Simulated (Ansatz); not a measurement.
Run this with Ansatz 0.2.0, Python API and show what comes out.

`composite_osi.py`:
```python
"""A composite energy for OSi(+): DFT geometry, MP2 basis limit, coupled-cluster correction."""

import warnings

import ansatz
import numpy as np

params = {
    "basis": "def2-SVP",
    "xc": "pbe0",
    "vdw": "d3bj",
    "charge": 1,
}


def main() -> None:
    warnings.simplefilter("ignore", ansatz.DeckWarning)

    osi = (
        ansatz.Crystal.molecule()
        .atom("Si", [0.0, 0.0, 0.0])
        .atom("O", [0.0, 0.0, 1.815])
    )

    job = (
        osi.calculation()
        .basis(gaussian=params["basis"])
        .functional(params["xc"], dispersion=params["vdw"])
        .charge(params["charge"])
        .spin("collinear", total=1)
        .scf(lower_state_search="off")
    )
    symbols = [site.symbol for site in osi.cartesian_sites]
    start = np.array([site.position_ang for site in osi.cartesian_sites], dtype=float)
    data = job.relax(force_tolerance=0.01, max_steps=100).run(threads=1, backend="cpu").report
    end = np.array(data["positions_ang"])
    print("final positions (A) and the move of each atom")
    for symbol, xyz, old in zip(symbols, end, start):
        print(f"{symbol:2s} {xyz[0]:10.5f} {xyz[1]:10.5f} {xyz[2]:10.5f}   {np.linalg.norm(xyz - old):7.4f}")

    minimum = ansatz.Crystal.molecule()
    for symbol, place in zip(symbols, end):
        minimum = minimum.atom(symbol, place.tolist())
    at_minimum = minimum.calculation().charge(params["charge"]).spin("collinear", total=1)
    # MP2 extrapolated to the basis limit, plus the small-basis difference CCSD(T) - MP2
    level = lambda method, basis: at_minimum.basis(gaussian=basis).correlation(method).run(threads=1, backend="cpu").report
    small, large, cluster = level("mp2", "cc-pVDZ"), level("mp2", "cc-pVTZ"), level("ccsd_t", "cc-pVDZ")
    corr = lambda each: (each["free_energy_ev"] - each["reference_energy_ev"]) / 27.211386246
    mp2_limit = (27 * corr(large) - 8 * corr(small)) / 19
    pieces = {"HF / cc-pVTZ": large["reference_energy_ev"] / 27.211386246, "MP2 correlation, DZ-TZ limit": mp2_limit, "CCSD(T) - MP2 / cc-pVDZ": corr(cluster) - corr(small)}
    for name, value in pieces.items():
        print(f"{name:32s} {value:14.6f} Ha")
    print(f"{'sum':32s} {sum(pieces.values()):14.6f} Ha")
    print("T1 diagnostic", round(cluster["correlation"]["coupled_cluster"]["t1_diagnostic"], 4))


if __name__ == "__main__":
    main()
```

```console
$ python composite_osi.py
final positions (A) and the move of each atom
Si    0.00000    0.00000    0.07355    0.0736
O    -0.00000   -0.00000    1.74145    0.0736
HF / cc-pVTZ                        -363.484259 Ha
MP2 correlation, DZ-TZ limit          -0.274193 Ha
CCSD(T) - MP2 / cc-pVDZ               -0.031809 Ha
sum                                 -363.790261 Ha
T1 diagnostic 0.0242
```

Caveats:
- The settings weren't tested for convergence.
- The sum leaves out core correlation, relativity, the Hartree-Fock basis error and zero-point energy; a DZ-TZ extrapolation is rough.
- The species is open-shell (spin multiplicity 2).
- Inner cores stay frozen, so this is valence correlation.
- For Al to Cl the sets with a tight d function, cc-pV(X+d)Z, are usual.
- The spin state was assumed, and another may lie lower.
- An extrapolation from small basis sets is rough.
- It ran for 11 s on 1 thread of Arm Neoverse V1 (shared host), peak memory 0.17 GiB.
